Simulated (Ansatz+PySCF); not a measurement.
Results of a calculation; reference values are marked as such.
CH2-triplet → CH2-singlet

CH2-triplet (charge 0, multiplicity 3):
```xyz
3

C     0.0000    0.0000   -0.1059
H     0.0000    1.0040    0.3178
H     0.0000   -1.0040    0.3178
```

CH2-singlet (charge 0, multiplicity 1):
```yaml
atoms:
  - { symbol: C, position_ang: [0.0000, 0.0000, -0.1796] }
  - { symbol: H, position_ang: [0.0000, 0.8619, 0.5389] }
  - { symbol: H, position_ang: [0.0000, -0.8619, 0.5389] }
```

Shapes relaxed with PBE0/def2-SVP. Single points in def2-SVP with Ansatz (development build ahead of 0.2.0), no zero-point energy. Correlated methods freeze no orbital on H to Be, one on B to Mg, five on Al to Zn, nine on Ga to Sr.

| method | reaction energy |
| --- | --- |
| CCSD (unrestricted) | 57.7 kJ/mol |
| CCSD(T) (restricted) | 61.2 kJ/mol |
| CCSD(T) (unrestricted) | 56.2 kJ/mol |
| HF (restricted) | 116.0 kJ/mol |
| HF (unrestricted) | 81.4 kJ/mol |
| MP2 (restricted) | 83.7 kJ/mol |
| MP2 (unrestricted) | 65.3 kJ/mol |
| PBE (restricted) | 71.1 kJ/mol |
| PBE (unrestricted) | 44.0 kJ/mol |
| PBE0 (restricted) | 77.6 kJ/mol |
| PBE0 (unrestricted) | 49.5 kJ/mol |
| r2SCAN (restricted) | 92.9 kJ/mol |
| r2SCAN (unrestricted) | 53.3 kJ/mol |
| wB97X (restricted) | 51.3 kJ/mol |

Task: What does wB97X (unrestricted) give?

Result: 39.6 kJ/mol. Caution: another spin multiplicity may lie lower. Caution for CCSD (unrestricted), CCSD(T) (unrestricted), HF (unrestricted), MP2 (unrestricted): the determinant breaks the point group. Caution for CCSD (unrestricted), CCSD(T) (unrestricted), HF (unrestricted), MP2 (unrestricted), PBE (unrestricted), PBE0 (unrestricted), r2SCAN (unrestricted), wB97X (unrestricted): the unrestricted determinant is spin contaminated. Caution for CCSD(T) (restricted), HF (restricted), MP2 (restricted), PBE (restricted), PBE0 (restricted), r2SCAN (restricted): an unrestricted determinant lies well below.
